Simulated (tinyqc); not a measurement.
Inside a calculation. Method: coupled-perturbed Hartree-Fock on RHF in the sto-3g basis, for H2O, spin multiplicity 1. Computed by tinyqc, a small Python program that keeps every step (integrals from PySCF). Settings: charge = 0, multiplicity = 1, basis = sto-3g, method = RHF, energy threshold = 1e-10, iteration cap = 69, orthogonalisation = canonical, start = atomic densities, DIIS depth = 6. Command: `OMP_NUM_THREADS=1 python tinyqc.py 26516 26517 out.jsonl` (the two numbers bound the seeds that draw the settings). One thread of a shared host (Intel(R) Xeon(R) Processor @ 2.60GHz), about 0.2 s of CPU time with the checks. The early iterations of the SCF are left out here.

## One-electron integrals

Geometry (angstrom):
```
atom,x,y,z
O,0.00000,0.00000,0.00000
H,0.00000,0.80200,0.54700
H,0.00000,-0.80200,0.54700
```

Basis sto-3g: exponents (1/bohr^2) and contraction coefficients of normalised primitives:
```
element,l (shell),exponent,coefficient
O,s (1),130.70932,0.15433
O,s (1),23.80886,0.53533
O,s (1),6.44361,0.44463
O,s (2),5.03315,-0.09997
O,s (2),1.16960,0.39951
O,s (2),0.38039,0.70012
O,p (3),5.03315,0.15592
O,p (3),1.16960,0.60768
O,p (3),0.38039,0.39196
H,s (1),3.42525,0.15433
H,s (1),0.62391,0.53533
H,s (1),0.16886,0.44463
```

Overlap, kinetic and nuclear-attraction integrals over the contracted functions; the nuclear repulsion is the sum of Za Zb / Rab.

nuclear repulsion = 9.0515977 hartree

overlap S, lower triangle:
```
,1O 1s,1O 2s,1O 2px,1O 2py,1O 2pz,2H 1s,3H 1s
1O 1s,1.00000
1O 2s,0.23670,1.00000
1O 2px,0.00000,0.00000,1.00000
1O 2py,0.00000,0.00000,0.00000,1.00000
1O 2pz,0.00000,0.00000,0.00000,0.00000,1.00000
2H 1s,0.05226,0.46594,0.00000,0.32111,0.21901,1.00000
3H 1s,0.05226,0.46594,0.00000,-0.32111,0.21901,0.22078,1.00000
```

kinetic energy T (hartree), lower triangle:
```
,1O 1s,1O 2s,1O 2px,1O 2py,1O 2pz,2H 1s,3H 1s
1O 1s,29.00320
1O 2s,-0.16801,0.80813
1O 2px,0.00000,0.00000,2.52873
1O 2py,0.00000,0.00000,0.00000,2.52873
1O 2pz,0.00000,0.00000,0.00000,0.00000,2.52873
2H 1s,-0.00342,0.12218,0.00000,0.22630,0.15435,0.76003
3H 1s,-0.00342,0.12218,0.00000,-0.22630,0.15435,0.00220,0.76003
```

nuclear attraction V (hartree), lower triangle:
```
,1O 1s,1O 2s,1O 2px,1O 2py,1O 2pz,2H 1s,3H 1s
1O 1s,-61.70867
1O 2s,-7.44114,-10.12888
1O 2px,0.00000,0.00000,-9.97488
1O 2py,0.00000,0.00000,0.00000,-10.14019
1O 2pz,-0.01701,-0.20104,0.00000,0.00000,-10.05178
2H 1s,-1.68979,-3.77086,0.00000,-2.31205,-1.63756,-5.76621
3H 1s,-1.68979,-3.77086,0.00000,2.31205,-1.63756,-1.42070,-5.76621
```

core Hamiltonian H = T + V (hartree), lower triangle:
```
,1O 1s,1O 2s,1O 2px,1O 2py,1O 2pz,2H 1s,3H 1s
1O 1s,-32.70547
1O 2s,-7.60915,-9.32075
1O 2px,0.00000,0.00000,-7.44615
1O 2py,0.00000,0.00000,0.00000,-7.61146
1O 2pz,-0.01701,-0.20104,0.00000,0.00000,-7.52305
2H 1s,-1.69321,-3.64868,0.00000,-2.08575,-1.48321,-5.00617
3H 1s,-1.69321,-3.64868,0.00000,2.08575,-1.48321,-1.41850,-5.00617
```

## Two-electron integrals

Functions are numbered as in S; the eight-fold symmetry (ij|kl) = (ji|kl) = (kl|ij) leaves the list below.

Two-electron integrals (ij|kl) in chemists' order, unique and non-zero (hartree):
```
i,j,k,l,(ij|kl)
1,1,1,1,4.78507
2,1,1,1,0.74138
2,1,2,1,0.13687
2,2,1,1,1.11895
2,2,2,1,0.25663
2,2,2,2,0.81721
3,1,3,1,0.02448
3,2,3,1,0.03781
3,2,3,2,0.18052
3,3,1,1,1.11581
3,3,2,1,0.25668
3,3,2,2,0.81702
3,3,3,3,0.88016
4,1,4,1,0.02448
4,2,4,1,0.03781
4,2,4,2,0.18052
4,3,4,3,0.04744
4,4,1,1,1.11581
4,4,2,1,0.25668
4,4,2,2,0.81702
4,4,3,3,0.78527
4,4,4,4,0.88016
5,1,5,1,0.02448
5,2,5,1,0.03781
5,2,5,2,0.18052
5,3,5,3,0.04744
5,4,5,4,0.04744
5,5,1,1,1.11581
5,5,2,1,0.25668
5,5,2,2,0.81702
5,5,3,3,0.78527
5,5,4,4,0.78527
5,5,5,5,0.88016
6,1,1,1,0.16628
6,1,2,1,0.03043
6,1,2,2,0.05665
6,1,3,3,0.05654
6,1,4,1,0.00116
6,1,4,2,0.00216
6,1,4,4,0.05677
6,1,5,1,0.00079
6,1,5,2,0.00147
6,1,5,4,0.00015
6,1,5,5,0.05665
6,1,6,1,0.00685
6,2,1,1,0.39428
6,2,2,1,0.09152
6,2,2,2,0.32146
6,2,3,3,0.31608
6,2,4,1,0.00566
6,2,4,2,0.04278
6,2,4,4,0.32688
6,2,5,1,0.00386
6,2,5,2,0.02918
6,2,5,4,0.00736
6,2,5,5,0.32111
6,2,6,1,0.02072
6,2,6,2,0.15502
6,3,3,1,0.00970
6,3,3,2,0.05601
6,3,4,3,0.00895
6,3,5,3,0.00610
6,3,6,3,0.02240
6,4,1,1,0.23093
6,4,2,1,0.05431
6,4,2,2,0.20373
6,4,3,3,0.19443
6,4,4,1,0.01265
6,4,4,2,0.08178
6,4,4,4,0.21900
6,4,5,1,0.00201
6,4,5,2,0.01757
6,4,5,4,0.01065
6,4,5,5,0.19754
6,4,6,1,0.01286
6,4,6,2,0.11933
6,4,6,4,0.11323
6,5,1,1,0.15750
6,5,2,1,0.03704
6,5,2,2,0.13895
6,5,3,3,0.13261
6,5,4,1,0.00201
6,5,4,2,0.01757
6,5,4,4,0.13716
6,5,5,1,0.01107
6,5,5,2,0.06800
6,5,5,4,0.01205
6,5,5,5,0.14693
6,5,6,1,0.00877
6,5,6,2,0.08139
6,5,6,4,0.06195
6,5,6,5,0.06465
6,6,1,1,0.52561
6,6,2,1,0.12399
6,6,2,2,0.49842
6,6,3,3,0.47814
6,6,4,1,0.01016
6,6,4,2,0.10499
6,6,4,4,0.51924
6,6,5,1,0.00693
6,6,5,2,0.07161
6,6,5,4,0.02803
6,6,5,5,0.49726
6,6,6,1,0.02834
6,6,6,2,0.29907
6,6,6,4,0.26297
6,6,6,5,0.17935
6,6,6,6,0.77461
7,1,1,1,0.16628
7,1,2,1,0.03043
7,1,2,2,0.05665
7,1,3,3,0.05654
7,1,4,1,-0.00116
7,1,4,2,-0.00216
7,1,4,4,0.05677
7,1,5,1,0.00079
7,1,5,2,0.00147
7,1,5,4,-0.00015
7,1,5,5,0.05665
7,1,6,1,0.00674
7,1,6,2,0.02002
7,1,6,4,0.01133
7,1,6,5,0.00848
7,1,6,6,0.02703
7,1,7,1,0.00685
7,2,1,1,0.39428
7,2,2,1,0.09152
7,2,2,2,0.32146
7,2,3,3,0.31608
7,2,4,1,-0.00566
7,2,4,2,-0.04278
7,2,4,4,0.32688
7,2,5,1,0.00386
7,2,5,2,0.02918
7,2,5,4,-0.00736
7,2,5,5,0.32111
7,2,6,1,0.02002
7,2,6,2,0.12464
7,2,6,4,0.06620
7,2,6,5,0.06355
7,2,6,6,0.19659
7,2,7,1,0.02072
7,2,7,2,0.15502
7,3,3,1,0.00970
7,3,3,2,0.05601
7,3,4,3,-0.00895
7,3,5,3,0.00610
7,3,6,3,0.01737
7,3,7,3,0.02240
7,4,1,1,-0.23093
7,4,2,1,-0.05431
7,4,2,2,-0.20373
7,4,3,3,-0.19443
7,4,4,1,0.01265
7,4,4,2,0.08178
7,4,4,4,-0.21900
7,4,5,1,-0.00201
7,4,5,2,-0.01757
7,4,5,4,0.01065
7,4,5,5,-0.19754
7,4,6,1,-0.01133
7,4,6,2,-0.06620
7,4,6,4,-0.01829
7,4,6,5,-0.03299
7,4,6,6,-0.09254
7,4,7,1,-0.01286
7,4,7,2,-0.11933
7,4,7,4,0.11323
7,5,1,1,0.15750
7,5,2,1,0.03704
7,5,2,2,0.13895
7,5,3,3,0.13261
7,5,4,1,-0.00201
7,5,4,2,-0.01757
7,5,4,4,0.13716
7,5,5,1,0.01107
7,5,5,2,0.06800
7,5,5,4,-0.01205
7,5,5,5,0.14693
7,5,6,1,0.00848
7,5,6,2,0.06355
7,5,6,4,0.03299
7,5,6,5,0.04928
7,5,6,6,0.10971
7,5,7,1,0.00877
7,5,7,2,0.08139
7,5,7,4,-0.06195
7,5,7,5,0.06465
7,6,1,1,0.14241
7,6,2,1,0.03332
7,6,2,2,0.12587
7,6,3,3,0.12319
7,6,4,4,0.12593
7,6,5,1,0.00226
7,6,5,2,0.01992
7,6,5,5,0.12837
7,6,6,1,0.00745
7,6,6,2,0.05897
7,6,6,4,0.03923
7,6,6,5,0.03481
7,6,6,6,0.11497
7,6,7,1,0.00745
7,6,7,2,0.05897
7,6,7,4,-0.03923
7,6,7,5,0.03481
7,6,7,6,0.02705
7,7,1,1,0.52561
7,7,2,1,0.12399
7,7,2,2,0.49842
7,7,3,3,0.47814
7,7,4,1,-0.01016
7,7,4,2,-0.10499
7,7,4,4,0.51924
7,7,5,1,0.00693
7,7,5,2,0.07161
7,7,5,4,-0.02803
7,7,5,5,0.49726
7,7,6,1,0.02703
7,7,6,2,0.19659
7,7,6,4,0.09254
7,7,6,5,0.10971
7,7,6,6,0.32532
7,7,7,1,0.02834
7,7,7,2,0.29907
7,7,7,4,-0.26297
7,7,7,5,0.17935
7,7,7,6,0.11497
7,7,7,7,0.77461
```

## Orthogonalisation

S = U s U^T; canonical form X = U s^(-1/2), so that X^T S X = 1. Each column of U has its largest component positive (the first on a tie).

eigenvalues of S: 0.35244  0.42226  0.89159  1.00000  1.08595  1.35696  1.89079

X:
```
,1,2,3,4,5,6,7
1O 1s,-0.31170,0.00000,0.75774,0.00000,-0.61129,0.00000,0.15939
1O 2s,1.17982,0.00000,-0.27624,0.00000,-0.27917,0.00000,0.43437
1O 2px,0.00000,0.00000,0.00000,1.00000,0.00000,0.00000,0.00000
1O 2py,0.00000,0.95100,0.00000,0.00000,0.00000,0.67491,0.00000
1O 2pz,0.50102,0.00000,0.64784,0.00000,0.66006,0.00000,0.18426
2H 1s,-0.74068,-0.85551,-0.16034,0.00000,0.12952,0.37512,0.37473
3H 1s,-0.74068,0.85551,-0.16034,0.00000,0.12952,-0.37512,0.37473
```

## Starting guess

The start is atomic minimal-basis densities projected into this basis (PySCF's MINAO start) and scaled to the electron count of each spin; this density is not idempotent, so its energy is not variational and may lie below the converged one.

D at the start, lower triangle:
```
,1O 1s,1O 2s,1O 2px,1O 2py,1O 2pz,2H 1s,3H 1s
1O 1s,2.14321
1O 2s,-0.48702,2.08052
1O 2px,0.00000,0.00000,1.30830
1O 2py,0.00000,0.00000,0.00000,1.14544
1O 2pz,0.01643,-0.08545,0.00000,0.00000,1.24425
2H 1s,-0.01740,0.04351,0.00000,0.12004,0.05441,1.00056
3H 1s,-0.01740,0.04351,0.00000,-0.12004,0.05441,0.06437,1.00056
```

## Iteration 8 (converged): orbitals

converged F (hartree), lower triangle:
```
,1O 1s,1O 2s,1O 2px,1O 2py,1O 2pz,2H 1s,3H 1s
1O 1s,-20.22375
1O 2s,-5.16122,-2.43490
1O 2px,0.00000,0.00000,-0.38452
1O 2py,0.00000,0.00000,0.00000,-0.31410
1O 2pz,-0.02858,-0.11269,0.00000,0.00000,-0.33563
2H 1s,-1.15710,-0.99765,0.00000,-0.40624,-0.33750,-0.55413
3H 1s,-1.15710,-0.99765,0.00000,0.40624,-0.33750,-0.34970,-0.55413
```

Diagonalise F' = X^T F X, C = X C', fill 5 alpha and 5 beta electrons from the bottom; D = 2 C_occ C_occ^T. Each column has its largest component positive (the first on a tie).

F' = X^T F X (hartree), lower triangle:
```
,1,2,3,4,5,6,7
1,0.16131
2,0.00000,0.73873
3,1.64294,0.00000,-9.28628
4,0.00000,0.00000,0.00000,-0.38452
5,-1.15885,0.00000,8.87504,0.00000,-9.22511
6,0.00000,0.10888,0.00000,0.00000,0.00000,-0.61201
7,0.17494,0.00000,-3.98270,0.00000,4.10676,0.00000,-2.99206
```

orbital energies (hartree): MO1 -20.23256, MO2 -1.25304, MO3 -0.62073, MO4 -0.43438, MO5 -0.38452, MO6 0.57784, MO7 0.74745

coefficients C:
```
,MO1,MO2,MO3,MO4,MO5,MO6,MO7
1O 1s,0.99415,-0.23377,0.00000,0.09805,0.00000,-0.13350,0.00000
1O 2s,0.02636,0.83951,0.00000,-0.51151,0.00000,0.87623,0.00000
1O 2px,0.00000,0.00000,0.00000,0.00000,1.00000,0.00000,0.00000
1O 2py,0.00000,0.00000,0.59684,0.00000,0.00000,0.00000,1.00185
1O 2pz,0.00399,0.11773,0.00000,0.79534,0.00000,0.70279,0.00000
2H 1s,-0.00586,0.15920,0.44223,0.27517,0.00000,-0.79398,-0.82283
3H 1s,-0.00586,0.15920,-0.44223,0.27517,0.00000,-0.79398,0.82283
```

D after iteration 8, lower triangle:
```
,1O 1s,1O 2s,1O 2px,1O 2py,1O 2pz,2H 1s,3H 1s
1O 1s,2.10518
1O 2s,-0.44040,1.93422
1O 2px,0.00000,0.00000,2.00000
1O 2py,0.00000,0.00000,0.00000,0.71242
1O 2pz,0.10885,-0.61576,0.00000,0.00000,1.29289
2H 1s,-0.03213,-0.01451,0.00000,0.52787,0.47516,0.59333
3H 1s,-0.03213,-0.01451,0.00000,-0.52787,0.47516,-0.18892,0.59333
```

## Convergence

Stop when the energy changes by less than 1e-10 hartree and every element of the error matrix X^T (F D S - S D F) X is below 3e-06.

Course of the cycle:
```
iteration,E (hartree),change,largest element of the error matrix
1,-75.4638163,-,1.36e+00
2,-74.9267176,5.37e-01,2.60e-01
3,-74.9596852,-3.30e-02,2.90e-02
4,-74.9600762,-3.91e-04,5.76e-03
5,-74.9601013,-2.51e-05,1.84e-04
6,-74.9601014,-8.34e-08,1.89e-05
7,-74.9601014,-7.02e-10,2.74e-07
8,-74.9601014,-1.85e-13,1.28e-10
```

PySCF RHF in the same basis = -74.9601014 hartree

Converged in 8 iterations.

## Populations, bond orders and dipole

Mulliken: Z minus the diagonal of D S on the atom; Loewdin: the same with S^(1/2) D S^(1/2); Mayer order: 2 sum_s sum (D(s) S)_ij (D(s) S)_ji over the two atoms.

Charges (e):
```
atom,Mulliken,Loewdin
1O,-0.36649,-0.25599
2H,0.18325,0.12800
3H,0.18325,0.12800
```

Mayer bond orders:
```
pair,order
2-1,0.94905
3-1,0.94905
3-2,0.01737
```

dipole moment about the origin, x y z (debye): 0.00000  0.00000  1.66271

## Integrals over molecular orbitals

(pq|rs) = sum C_ip C_jq C_kr C_ls (ij|kl), one index at a time.

one-electron integrals over orbitals h = C^T H C (hartree), lower triangle:
```
,1,2,3,4,5,6,7
1,-32.68782
2,0.56097,-7.64827
3,0.00000,0.00000,-6.31655
4,-0.22176,0.43115,0.00000,-6.98768
5,0.00000,0.00000,0.00000,0.00000,-7.44615
6,0.30868,-1.36519,0.00000,-1.06811,0.00000,-5.27307
7,0.00000,0.00000,-1.73981,0.00000,0.00000,0.00000,-5.62011
```

Two-electron integrals over orbitals (pq|rs), unique and non-zero (hartree):
```
p,q,r,s,(pq|rs)
1,1,1,1,4.74461
2,1,1,1,-0.41847
2,1,2,1,0.05857
2,2,1,1,1.00569
2,2,2,1,-0.01344
2,2,2,2,0.72434
3,1,3,1,0.01068
3,2,3,1,0.01744
3,2,3,2,0.14405
3,3,1,1,0.79097
3,3,2,1,-0.00442
3,3,2,2,0.63881
3,3,3,3,0.62679
4,1,1,1,0.17435
4,1,2,1,-0.02154
4,1,2,2,0.01507
4,1,3,3,0.00608
4,1,4,1,0.02737
4,2,1,1,-0.12523
4,2,2,1,0.00876
4,2,2,2,0.00063
4,2,3,3,0.00675
4,2,4,1,0.02005
4,2,4,2,0.12610
4,3,3,1,-0.00298
4,3,3,2,0.02192
4,3,4,3,0.04653
4,4,1,1,1.00466
4,4,2,1,-0.01330
4,4,2,2,0.68007
4,4,3,3,0.59569
4,4,4,1,-0.01154
4,4,4,2,-0.10488
4,4,4,4,0.78545
5,1,5,1,0.02604
5,2,5,1,0.03259
5,2,5,2,0.14535
5,3,5,3,0.02831
5,4,5,1,-0.01275
5,4,5,2,-0.04477
5,4,5,4,0.05456
5,5,1,1,1.11534
5,5,2,1,-0.01177
5,5,2,2,0.74792
5,5,3,3,0.62383
5,5,4,1,0.00484
5,5,4,2,-0.06715
5,5,4,4,0.73079
5,5,5,5,0.88016
6,1,1,1,-0.23996
6,1,2,1,0.03585
6,1,2,2,-0.00194
6,1,3,3,-0.00015
6,1,4,1,-0.00034
6,1,4,2,0.01986
6,1,4,4,-0.01835
6,1,5,5,-0.00631
6,1,6,1,0.03047
6,2,1,1,0.30545
6,2,2,1,-0.00697
6,2,2,2,0.14019
6,2,3,3,0.07140
6,2,4,1,0.01828
6,2,4,2,0.02260
6,2,4,4,0.09098
6,2,5,5,0.15771
6,2,6,1,0.00587
6,2,6,2,0.10002
6,3,3,1,0.00278
6,3,3,2,-0.04496
6,3,4,3,-0.03014
6,3,6,3,0.07609
6,4,1,1,0.21618
6,4,2,1,-0.00204
6,4,2,2,0.09726
6,4,3,3,0.04195
6,4,4,1,0.00350
6,4,4,2,-0.02462
6,4,4,4,0.11820
6,4,5,5,0.11497
6,4,6,1,0.00060
6,4,6,2,0.06278
6,4,6,4,0.06655
6,5,5,1,0.01592
6,5,5,2,0.05981
6,5,5,4,-0.00132
6,5,6,5,0.03839
6,6,1,1,0.78574
6,6,2,1,-0.00697
6,6,2,2,0.60418
6,6,3,3,0.56584
6,6,4,1,0.02076
6,6,4,2,0.05941
6,6,4,4,0.54394
6,6,5,5,0.58151
6,6,6,1,0.00766
6,6,6,2,0.09124
6,6,6,4,0.04422
6,6,6,6,0.58920
7,1,3,1,0.01529
7,1,3,2,0.02336
7,1,4,3,-0.00443
7,1,6,3,0.00349
7,1,7,1,0.02196
7,2,3,1,0.01405
7,2,3,2,0.04311
7,2,4,3,-0.03167
7,2,6,3,0.03442
7,2,7,1,0.01903
7,2,7,2,0.06295
7,3,1,1,0.36581
7,3,2,1,-0.00741
7,3,2,2,0.14468
7,3,3,3,0.09114
7,3,4,1,-0.00068
7,3,4,2,-0.07214
7,3,4,4,0.16348
7,3,5,5,0.19254
7,3,6,1,-0.00665
7,3,6,2,0.07739
7,3,6,4,0.07623
7,3,6,6,0.03805
7,3,7,3,0.15103
7,4,3,1,-0.00909
7,4,3,2,-0.07426
7,4,4,3,0.00209
7,4,6,3,0.04596
7,4,7,1,-0.01283
7,4,7,2,-0.01741
7,4,7,4,0.06631
7,5,5,3,0.02385
7,5,7,5,0.02493
7,6,3,1,0.00934
7,6,3,2,0.10065
7,6,4,3,0.04863
7,6,6,3,-0.06989
7,6,7,1,0.01276
7,6,7,2,-0.00715
7,6,7,4,-0.05710
7,6,7,6,0.11861
7,7,1,1,0.87696
7,7,2,1,-0.00973
7,7,2,2,0.62430
7,7,3,3,0.60789
7,7,4,1,0.00387
7,7,4,2,-0.01665
7,7,4,4,0.61052
7,7,5,5,0.62769
7,7,6,1,-0.00548
7,7,6,2,0.06936
7,7,6,4,0.04297
7,7,6,6,0.56188
7,7,7,3,0.09968
7,7,7,7,0.62057
```

## Response to a field: uncoupled start

dipole integrals <a|z|i> (bohr):
```
,i1,i2,i3,i4,i5
a6,0.04143,-0.08441,0.00000,-0.42123,0.00000
a7,0.00000,0.00000,-0.60012,0.00000,0.00000
```

Field along z; U_ai = -mu_ai / (e_a - e_i), alpha = -4 sum U_ai mu_ai.

uncoupled U:
```
,i1,i2,i3,i4,i5
a6,-0.00199,0.04610,0.00000,0.41615,0.00000
a7,0.00000,0.00000,0.43862,0.00000,0.00000
```

uncoupled polarisability = 1.76998 bohr^3

## Coupled step 1

U_ai = -(mu_ai + sum_bj [4 (ai|bj) - (ab|ij) - (aj|bi)] U_bj) / (e_a - e_i); alpha = -4 sum U_ai mu_ai.

U after step 1:
```
,i1,i2,i3,i4,i5
a6,-0.00090,-0.01732,0.00000,0.46064,0.00000
a7,0.00000,0.00000,0.41834,0.00000,0.00000
```

polarisability = 1.77467 bohr^3

## Coupled step 2

As before.

U after step 2:
```
,i1,i2,i3,i4,i5
a6,-0.00079,-0.02907,0.00000,0.48809,0.00000
a7,0.00000,0.00000,0.41733,0.00000,0.00000
```

polarisability = 1.81450 bohr^3

## Coupled polarisability

Repeat until U stops changing; compare with -d2E/dF2.

Course of the coupled iterations:
```
step,alpha (bohr^3)
0,1.76998
1,1.77467
2,1.81450
3,1.82502
4,1.82909
5,1.83066
6,1.83130
7,1.83157
8,1.83169
9,1.83174
10,1.83176
11,1.83177
12,1.83178
13,1.83178
14,1.83178
15,1.83178
16,1.83178
17,1.83178
18,1.83178
19,1.83178
20,1.83178
21,1.83178
```

coupled polarisability = 1.83178 bohr^3

finite-field check, fields of +/-0.001 au = 1.83178 bohr^3
